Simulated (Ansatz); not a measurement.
**How far each method lies from full CI for B2H, doublet**

Geometry: a point of a stretch scan, not a stationary point.

```xyz
3

B     0.0000    0.0000    0.0055
B     0.0000    0.0000   -1.1885
H     0.0000    0.0000    1.1830
```

Basis 6-31G; Ansatz 0.2.0. Correlated methods freeze the noble-gas cores, which leaves 7 electrons in 18 orbitals. R marks a restricted (for open shells ROHF) determinant, U an unrestricted one. Active spaces: pair = (3e, 3o) about the gap; valence = (7e, 9o) chosen from the atoms' valence shells.

Full CI is exact within this basis and frozen core; it isn't the basis-set limit. The frozen core follows each run's orbitals, which can shift R against U totals by a few meV.

Unrestricted rows (U) aren't spin-pure: their determinants' ⟨S²⟩ exceeds S(S+1) by up to 1.01, so they mix in states of higher spin. For open shells CISD and CISDTQ are restricted-active-space CI with the open shells as a complete middle space. The determinant fills πx and πy unequally, so it is a mixture of Σ and Δ, which weighs on every level built on one determinant.

- UHF ⟨S²⟩: 1.762
- ⟨S²⟩ of the determinant under UCCSD: 1.751
- T1 diagnostic (RCCSD): 0.0193
- largest doubles amplitude (RCCSD): 0.185
- T1 diagnostic (UCCSD): 0.0200

```tsv
level	E − E(full CI) (kJ/mol)	share of correlation (%)	wall time
RHF	264.7	0.00	–
UHF	160.7	39.28	0.54 s
RMP2	86.6	67.30	–
UMP2	9.0	96.61	–
CISD	30.1	88.64	0.54 s
RCCSD	19.7	92.55	–
UCCSD*	-92.2	134.84	–
RCCSD(T)	13.1	95.05	1.2 s
UCCSD(T)*	-129.2	148.83	1.4 s
BCCD(T)	13.2	95.02	1.2 s
RCCSDT*	2.0	99.23	–
UCCSDT*	1.5	99.44	–
CISDTQ	1.6	99.38	2.8 s
RCCSDT(Q)*	-0.4	100.14	3.5 s
UCCSDT(Q)*	-0.2	100.08	8 s
RCCSDTQ*	0.1	99.98	36 s
UCCSDTQ*	0.0	99.99	60 s
CASSCF (valence space)	74.0	72.03	–
NEVPT2 (valence space)	23.3	91.18	3.9 s
MRCISD (valence space)	1.9	99.28	–
MRCISD+Q (valence space)	0.6	99.76	6.5 s
MRCISD+Q(relaxed) (valence space)	0.0	100.02	7.5 s
```

An asterisk marks runs whose energy the program itself flagged as in doubt.

The correlation energy at full CI, counted from RHF, is -2.743 eV. That run took 9.5 s on 1 thread of Arm Neoverse V1, shared host over 625,600 determinants.

Run but not shown, since their state, orbitals or frozen core can't be matched to the reference's or they repeat it: CASSCF (pair space), NEVPT2 (pair space), MRCISD (pair space), MRCISD+Q (pair space).

Times hold each run's SCF and search for its determinant on a shared host, so for small cases they say little of a method's own cost; they ran on 1 thread of Arm Neoverse V1. Some runs computed forces too.

Not variational, and here over 5 meV under the exact energy: UCCSD, UCCSD(T).

The full-CI state has the irrep A1 of C2v, in the program's axes (one component, if the state is degenerate).

Natural occupations of full CI about the gap: 1.974 1.969 0.994 0.975 0.975 0.029 0.029 0.021 0.007 0.006; effectively unpaired electrons, Σ n²(2−n)², 3.01. No single determinant describes this state well, so single-reference rows can miss without a flag.
